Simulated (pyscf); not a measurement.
A first-order saddle from PySCF, ωB97X-D3(BJ)/def2-SVP:

```xyz
15

C     -2.8999    -0.1369    -0.7126
C     -1.5743    -0.8994    -0.8525
Zn    -0.0698     0.0118     0.0308
H     -3.7421    -0.6506    -1.2114
H     -3.1885    -0.0057     0.3447
H     -2.8402     0.8746    -1.1506
H     -1.6810    -1.9183    -0.4384
H     -1.3351    -1.0446    -1.9217
H      1.6167     0.1235     0.3356
C      2.2135     1.5652     0.7120
O      0.3192     1.6407     1.0162
H      2.1105     2.6529     0.8526
H      2.6762     1.1122     1.5924
H      2.8166     1.3914    -0.1887
H     -0.1121     2.5111     1.0467
```

Surface: singlet, charge 0. Lowest wavenumbers (cm⁻¹): 1226i, 25, 56, 62, 155.

### Question
Name the species on either side of this saddle.

### Answer
H₃C–CH₂–ZnH (SMILES C[CH2][ZnH]) + H₃C–OH (SMILES CO) <-> H₃C–CH₂–Zn–OH (SMILES C[CH2][Zn][OH]) + CH₄ (SMILES C), a four-centre exchange read from left to right: H–Zn, C–O broken and O–Zn, C–H formed. At ωB97M-D3(BJ)/def2-TZVP it lies +243.5 kJ/mol from the left side and +392.4 kJ/mol from the right (each side as separated species at their lowest minima found). On the reactant side the descent ends in an adduct with a O–Zn contact (not fully relaxed), 42.6 kJ/mol under the separated species and 289.0 kJ/mol under the saddle at ωB97X-D3(BJ)/def2-TZVP. What is counted as formed (O–Zn) is already present as a longer contact in the reactant adduct; forming that adduct is a step of its own. From the product side, •H₂C–CH₃ + [HO–Zn]• + CH₄ lies, by one bond made or cut, 98.4 kJ/mol under this saddle at ωB97M-D3(BJ)/def2-TZVP. One saddle was located; it need not be the lowest between these sides. Elements up to Kr have no core potential and no relativistic terms here.
